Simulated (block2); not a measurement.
# AlH3F− (SMILES [H][Al-]([H])([H])[F]) at DMRG/STO-6G

What is the vertical ionisation energy of AlH3F− at DMRG/STO-6G? 

The results are computed with block2 0.5.4.

3 further runs of the same task are left out: 3 set aside as unsound or not needed.

### Step 1. The system as given

AlH3F−: 5 atoms, total charge -1, spin state singlet. SMILES: `[H][Al-]([H])([H])[F]`. The shape comes from GFN2-xTB, which is rough for such elements, and wasn't checked as a minimum.

Bond lengths: Al1–F2 1.696 Å, Al1–H3 1.614 Å, Al1–H4 1.615 Å, Al1–H5 1.614 Å. Angles: F2–Al1–H3 108.1°, F2–Al1–H4 108.2°, F2–Al1–H5 108.2°, H3–Al1–H4 110.7°, H3–Al1–H5 110.8°, H4–Al1–H5 110.8°.

### Step 2. The energy at DMRG/STO-6G

make_fcidump.py

```python
from pyscf import ao2mo, cc, dft, gto, mcscf, mp, scf
from pyscf.tools import fcidump

geom = """
Al    -0.000570     0.000210    -0.037540
F      0.011440    -0.019350     1.657940
H      1.529880     0.011490    -0.550320
H     -0.774560     1.332620    -0.519830
H     -0.766190    -1.324970    -0.550240
"""
mol = gto.M(
    atom=geom,
    basis="sto-6g",
    charge=-1,
    spin=0,
    verbose=3,
)
print("basis functions                = %d" % (mol.nao))
mf = scf.RHF(mol)
mf.conv_tol = 1e-10
mf.max_cycle = 200
mf.kernel()
if not mf.converged:
    mf = mf.newton().run(mf.mo_coeff, mf.mo_occ)
print(f"E(HF)                          = {mf.e_tot:.10f}")
# single-reference ladder for comparison
ref = mf
pt = mp.MP2(ref, frozen=6).run()
mycc = cc.CCSD(ref, frozen=6)
mycc.max_cycle = 150
mycc.kernel()
print("E(MP2)                         = %.10f" % (pt.e_tot))
if mycc.converged:
    print(f"E(CCSD)                        = {mycc.e_tot:.10f}")
    print("CCSD(T) total energy           = %.10f" % (mycc.e_tot + mycc.ccsd_t()))
    print(f"T1 diagnostic                  = {mycc.get_t1_diagnostic():.4f}")
# a few density functionals on the same geometry and basis
ks = dft.RKS(mol, xc="wb97x").set(conv_tol=1e-9, verbose=3).run()
if ks.converged:
    print("E(wB97X)                       = %.8f" % (ks.e_tot))
ks = dft.RKS(mol, xc="hse06").set(conv_tol=1e-9, verbose=3).run()
if ks.converged:
    print(f"E(HSE06)                       = {ks.e_tot:.8f}")
ks = dft.RKS(mol, xc="m062x").set(conv_tol=1e-9, verbose=3).run()
if ks.converged:
    print("E(M06-2X)                      = %.8f" % (ks.e_tot))
# natural orbitals of MP2 give a compact matrix product state
occ_no, mo = mcscf.addons.make_natural_orbitals(mp.MP2(mf, frozen=6).run())
mf.mo_coeff = mo
# write the integrals of the correlated orbitals
cas = mcscf.CASCI(mf, 11, 14)
h1, ecore = cas.get_h1eff()
fcidump.from_integrals("FCIDUMP", h1, cas.get_h2eff(), 11, 14, nuc=ecore, ms=0)
# FCI check
ci = mcscf.CASCI(mf, 11, (7, 7))
ci.fix_spin_(ss=0)
ci.fcisolver.conv_tol = 1e-10
ci.fcisolver.max_cycle = 200
ci.kernel()
print("FCI energy                     = %.10f" % (ci.e_tot))
```

input.conf

```
sym c1
orbitals FCIDUMP
nelec 14
spin 0
irrep 1
occ 2 2 2 2 2 2 2 0 0 0 0
cbias 0.1
schedule
0 50 1E-08 1E-04
2 75 1E-08 1E-04
4 100 1E-08 1E-05
8 100 1E-09 0.0
end
maxiter 14
sweep_tol 1E-07
gaopt default
mem 1g
num_thrds 1
prefix ./tmp
outputlevel 1
onepdm
```

The run is started by

```console
$ python make_fcidump.py && block2main input.conf
```

The log of the run:

```text
$ python make_fcidump.py
[... 1 line left out ...]
converged SCF energy = -341.571363305233
[... 7 lines left out ...]
CCSD(T) total energy           = -341.6338533504
[... 1 line left out ...]
converged SCF energy = -342.488637013843
[... 1 line left out ...]
converged SCF energy = -342.327648298176
[... 1 line left out ...]
converged SCF energy = -342.44623159771
[... 4 lines left out ...]
FCI energy                     = -341.6340255064
[... 36 lines left out ...]
integral sym error =            0
[... 42 lines left out ...]
Final canonical form =  LLLLLLLLLLC 9
DMRG Energy = -341.634024445518264
[... 16 lines left out ...]
Expectation | Direction = backward | BRA bond dimension =  100 | KET bond dimension =  100
Time elapsed =      0.055
NPDM Sorting | Nsites =    11 | Nmaxops =  2 | DotSite = 2 | SymbolFree = T | Compressed = T | LowMem = F | Mem = 968 B
Ttotal =      0.000

DMRG OCC =   2.000 1.997 1.997 1.984 1.976 1.976 1.978 0.035 0.019 0.019 0.017
```

Run time: 20 s. Hardware: 1 thread of Intel Xeon Platinum 8488C (Sapphire Rapids), shared host; peak memory 0.2 GiB.

### Step 3. Doublet neutral AlH3F: a single-point energy at DMRG/STO-6G

integrals.py

```python
from pyscf import ao2mo, cc, dft, gto, mcscf, mp, scf
from pyscf.tools import fcidump

geom = """
Al    -0.00107714     0.00039684    -0.07094032
F      0.02161847    -0.03656620     3.13305253
H      2.89105420     0.02171295    -1.03995408
H     -1.46370627     2.51828683    -0.98233633
H     -1.44788926    -2.50383042    -1.03980290
"""
mol = gto.M(
    atom=geom,
    basis="sto-6g",
    unit="bohr",
    spin=1,
    verbose=3,
)
print("nao                     : %d" % (mol.nao))
mf = scf.ROHF(mol)
mf.conv_tol = 1e-10
mf.max_cycle = 200
mf.kernel()
if not mf.converged:
    mf = mf.newton().run(mf.mo_coeff, mf.mo_occ)
print("E(SCF)                  : %.10f" % (mf.e_tot))
ref = scf.UHF(mol).run(mf.make_rdm1(), conv_tol=1e-10)
pt = mp.MP2(ref, frozen=6).run()
mycc = cc.CCSD(ref, frozen=6)
mycc.max_cycle = 150
mycc.kernel()
print("E(MP2)                  : %.10f" % (pt.e_tot))
if mycc.converged:
    print("E(CCSD)                 : %.10f" % (mycc.e_tot))
    print("E(CCSD(T))              : %.10f" % (mycc.e_tot + mycc.ccsd_t()))
ks = dft.UKS(mol, xc="wb97x").set(conv_tol=1e-9, verbose=3).run(mf.make_rdm1())
if ks.converged:
    print(f"E(wB97X)                : {ks.e_tot:.8f}")
ks = dft.UKS(mol, xc="hse06").set(conv_tol=1e-9, verbose=3).run(mf.make_rdm1())
if ks.converged:
    print(f"E(HSE06)                : {ks.e_tot:.8f}")
ks = dft.UKS(mol, xc="m062x").set(conv_tol=1e-9, verbose=3).run(mf.make_rdm1())
if ks.converged:
    print(f"E(M06-2X)               : {ks.e_tot:.8f}")
occ_no, mo = mcscf.addons.make_natural_orbitals(cc.CCSD(mf.to_uhf(), frozen=6).run())
mf.mo_coeff = mo
cas = mcscf.CASCI(mf, 11, 13)
h1, ecore = cas.get_h1eff()
fcidump.from_integrals("FCIDUMP", h1, cas.get_h2eff(), 11, 13, nuc=ecore, ms=1)
ci = mcscf.CASCI(mf, 11, (7, 6))
ci.fix_spin_(ss=0.75)
ci.fcisolver.conv_tol = 1e-10
ci.fcisolver.max_cycle = 200
ci.kernel()
print(f"FCI energy              : {ci.e_tot:.10f}")
```

block.conf

```
sym c1
orbitals FCIDUMP
nelec 13
spin 1
irrep 1
occ 2 2 2 2 2 2 1 0 0 0 0
cbias 0.2
schedule
0 50 1E-07 1E-04
3 100 1E-07 1E-05
5 100 1E-08 0.0
end
maxiter 11
sweep_tol 1E-06
gaopt default
mem 1g
num_thrds 1
prefix ./tmp
outputlevel 1
onepdm
```

The run is started by

```console
$ python integrals.py && block2main block.conf
```

The log of the run:

```text
$ python integrals.py
[... 3 lines left out ...]
SCF not converged.
[... 8 lines left out ...]
converged SCF energy = -342.484085699333  <S^2> = 0.75885298  2S+1 = 2.0088335
[... 3 lines left out ...]
converged SCF energy = -342.436081317423  <S^2> = 0.76027459  2S+1 = 2.0102483
[... 39 lines left out ...]
integral sym error =            0
[... 37 lines left out ...]
DMRG Energy = -341.655442326162188
[... 16 lines left out ...]
Expectation | Direction = backward | BRA bond dimension =  100 | KET bond dimension =  100
Time elapsed =      0.062
NPDM Sorting | Nsites =    11 | Nmaxops =  2 | DotSite = 2 | SymbolFree = T | Compressed = T | LowMem = F | Mem = 968 B
Ttotal =      0.000

DMRG OCC =   1.999 1.427 1.980 1.957 1.582 1.973 1.942 0.055 0.029 0.030 0.024
```

Wall time 68 s (1 thread of Intel Xeon Platinum 8488C (Sapphire Rapids), shared host); peak memory 0.21 GiB.

### Step 4. What came out

At DMRG/STO-6G, 6 core orbitals frozen:

```
                                           quantity          value
                   run 1, DMRG/STO-6G: total energy  -341.63402 Eh
 run 1, DMRG/STO-6G: T1 diagnostic of the CCSD step          0.009
                doublet neutral AlH3F: total energy  -341.65544 Eh
vertical detachment energy (to the doublet neutral)      -0.583 eV
```

What this shows: The species is unbound against losing an electron at this level, by 0.58 eV (−56.2 kJ/mol); missing correlation or diffuse functions can give that sign where the real anion is bound. In a minimal basis such a difference can be off by several eV, whatever the method.
